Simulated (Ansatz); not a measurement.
Ansatz (a first-principles code) input (RI-MP2/cc-pV(T+d)Z):
A basis named .json is the Basis Set Exchange file of that set.

Ansatz 0.2 input:
```yaml
crystal:
  periodic: [false, false, false]
  atoms:
    - {symbol: C, position_ang: [1.52399082, 0.64641529, -0.00531841]}
    - {symbol: C, position_ang: [0.00641875, 0.75859448, 0.00504775]}
    - {symbol: S, position_ang: [-0.88739644, -0.80741437, 0.00020570]}
    - {symbol: H, position_ang: [-0.35075465, 1.31075033, 0.88086873]}
    - {symbol: H, position_ang: [-0.36177463, 1.32241875, -0.85869246]}
    - {symbol: H, position_ang: [1.98165574, 1.63922735, -0.00155821]}
    - {symbol: H, position_ang: [1.87896306, 0.10217541, 0.87023868]}
    - {symbol: H, position_ang: [1.86779611, 0.11399946, -0.89252405]}
basis:
  gaussian:
    orbitals: cc-pV_T+d_Z.json
    fitting: {mean_field: def2-universal-jkfit, correlation: cc-pVTZ-RIFIT.json}
magnetization: {spin_polarized: true, initial_magnetization: 1}
correlation: {method: mp2, electrons: outside_noble_gas}
```

End of the output:

```
integrals: 0.10 GiB planned
368 factors; integrals over basis functions are off by at most 1.3e0 eV
434 factors; integrals over basis functions are off by at most 7.3e-1 eV
mean field: 0.39 GiB planned
mean field evaluation 1: about -12955.9348 eV, gradient 1.8e1 eV
mean field evaluation 2: about -12957.7556 eV, gradient 6.8e0 eV
mean field evaluation 4: about -12958.1185 eV, gradient 6.8e-1 eV
mean field evaluation 8: about -12958.1251 eV, gradient 3.0e-6 eV
mean field evaluation 16: about -12958.0702 eV, gradient 2.0e0 eV
mean field evaluation 32: about -12958.1061 eV, gradient 3.3e-1 eV
mean field -12958.12508891 eV, -476.2023136846 hartree, gradient 3.0e-6 eV, S^2 0.764327; 6 other end points of the search recorded, 0 dependent functions left out
7 core orbitals not correlated
reference -12958.12508891 eV, -476.2023136846 hartree; 10, 9 occupied and 152, 153 virtual orbitals, 434 factors
second order -13.60162232 eV of doubles, -0.00000000 eV of singles
Total energy: -12971.72671122 eV, -476.7021640852 hartree
```

It need not be the lowest isomer of its formula.
